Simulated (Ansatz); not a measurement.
Start from `C1CCCC1` and change one atom or group to get `SC1CCCC1`.

Ansatz, PBE0-D4/def2-TZVP geometries, multiplicity 1. Each molecule was computed in one conformer, which needn't be the lowest.

| property | `C1CCCC1` |
| --- | --- |
| size of the dipole moment (B3LYP/def2-TZVPP) / D | 0.02 |
| HOMO energy (PBE0/def2-TZVPP) / eV | -8.69 |
| HOMO energy (PBE/def2-TZVPP) / eV | -7.29 |
| HOMO–LUMO gap (B3LYP/def2-TZVPP) / eV | 9.33 |
| HOMO energy (ωB97M-V/def2-TZVPP) / eV | -11.02 |
| HOMO–LUMO gap (PBE/def2-TZVPP) / eV | 7.64 |

(1) What does the change do to each property? (Estimate.)

Results:

(1) The calculation gave: 
```csv
property,`SC1CCCC1`,shift
size of the dipole moment (B3LYP/def2-TZVPP) / D,1.77,1.75
HOMO energy (PBE0/def2-TZVPP) / eV,-6.63,2.06
HOMO energy (PBE/def2-TZVPP) / eV,-5.40,1.89
HOMO–LUMO gap (B3LYP/def2-TZVPP) / eV,6.62,-2.71
HOMO energy (ωB97M-V/def2-TZVPP) / eV,-8.87,2.15
HOMO–LUMO gap (PBE/def2-TZVPP) / eV,4.99,-2.65
```

With PBE0 the HOMO rises by 2.06 eV and the LUMO falls by 0.65 eV, so the gap narrows by about 2.71 eV. PBE moves the HOMO by 1.89 eV and ωB97M-V by 2.15 eV.

B3LYP here is the variant with VWN-RPA as its local correlation; programs differ in this.
